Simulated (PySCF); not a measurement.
**Vibration and rotation of AlN**

UHF-CCSD(T) constants of AlN, ³Σ⁻ (triplet), unpaired electrons π ↑↑ (PySCF, no relativity, basis sets Al 6-311G(d,p), N 6-311G(d,p); masses 26.9815 and 14.0031 u):

| Item | Value |
| --- | --- |
| ωe | 625.1 cm⁻¹ |
| ωexe | 4.67 cm⁻¹ |
| Be | 0.49018 cm⁻¹ |
| αe | 0.00502 cm⁻¹ |
| D (centrifugal) | 1.21e-06 cm⁻¹ |
| De to Al + N | 2.00 eV |

(1) Give the vibrational terms G(v) and spacings up to v = 6.

(2) How well does the Morse estimate ωe²/(4ωexe) reproduce De, and what is D0?

Correlated steps freeze 6 core orbitals. The state is the lowest determinant that a PBE0 search found; another state may lie lower at other levels.

## Answers

(1) G(v) = ωe(v+½) − ωexe(v+½)².

```json
{"v": "0", "G(v) (cm⁻¹)": "311.4", "G(v) − G(v−1)": "", "Bv (cm⁻¹)": "0.4877"}
{"v": "1", "G(v) (cm⁻¹)": "927.1", "G(v) − G(v−1)": "615.8", "Bv (cm⁻¹)": "0.4827"}
{"v": "2", "G(v) (cm⁻¹)": "1533.6", "G(v) − G(v−1)": "606.4", "Bv (cm⁻¹)": "0.4776"}
{"v": "3", "G(v) (cm⁻¹)": "2130.6", "G(v) − G(v−1)": "597.1", "Bv (cm⁻¹)": "0.4726"}
{"v": "4", "G(v) (cm⁻¹)": "2718.4", "G(v) − G(v−1)": "587.7", "Bv (cm⁻¹)": "0.4676"}
{"v": "5", "G(v) (cm⁻¹)": "3296.8", "G(v) − G(v−1)": "578.4", "Bv (cm⁻¹)": "0.4626"}
{"v": "6", "G(v) (cm⁻¹)": "3865.8", "G(v) − G(v−1)": "569.1", "Bv (cm⁻¹)": "0.4576"}
```

(2) It gives 2.59 eV, 130 % of the computed De. D0 = De − G(0) = 2.00 − 0.04 = 1.96 eV.
